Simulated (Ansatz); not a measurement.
Barrier H2O (SMILES O) + C2H5 (SMILES [CH2]C) via C2H7O, on the benchmark's geometries as Psi4's copy gives them; open shells unrestricted, no zero-point energy, no spin–orbit coupling.
Transition structure (charge 0, multiplicity 2):
```xyz
10

C      1.45833    -0.44637     0.02548
C      0.46942     0.69742    -0.02749
O     -1.85304    -0.31466    -0.05305
H      1.30176    -1.06108     0.91074
H      1.36658    -1.08619    -0.85112
H      2.48224    -0.06688     0.05715
H      0.47107     1.32544     0.86104
H      0.53352     1.30350    -0.92856
H     -0.63023     0.20782    -0.07846
H     -2.26721     0.38832     0.46575
```

Frozen-core correlation. CBS: X⁻³ extrapolation of the correlation energy, Hartree–Fock from the larger set. MP2 and its Hartree–Fock in aug-cc-pVTZ are density fitted.

Run with Ansatz (Gaussian orbitals). Values without a source in brackets are computed.

Barrier heights (kcal/mol): PBE/def2-TZVPPD 10.90; B3LYP/def2-TZVPPD 15.73; wB97M-V/def2-TZVPPD 18.21; MP2/CBS(aug-cc-pVDZ, aug-cc-pVTZ) + ΔCCSD(T)/aug-cc-pVDZ 19.32.

Question: With all else equal, by what factor does exp(−ΔE‡/RT) at 298.15 K differ from its value at MP2/CBS(aug-cc-pVDZ, aug-cc-pVTZ) + ΔCCSD(T)/aug-cc-pVDZ?

Answer: 
RT = 0.5925 kcal/mol, so the factor is exp(−(ΔE‡ − 19.32)/RT): PBE/def2-TZVPPD 1.5e+06; B3LYP/def2-TZVPPD 430; wB97M-V/def2-TZVPPD 6.6. Each 1.36 kcal/mol is a factor of ten. MP2/CBS(aug-cc-pVDZ, aug-cc-pVTZ) + ΔCCSD(T)/aug-cc-pVDZ is the comparison, a level with limits of its own.

Ansatz is a first-principles code.
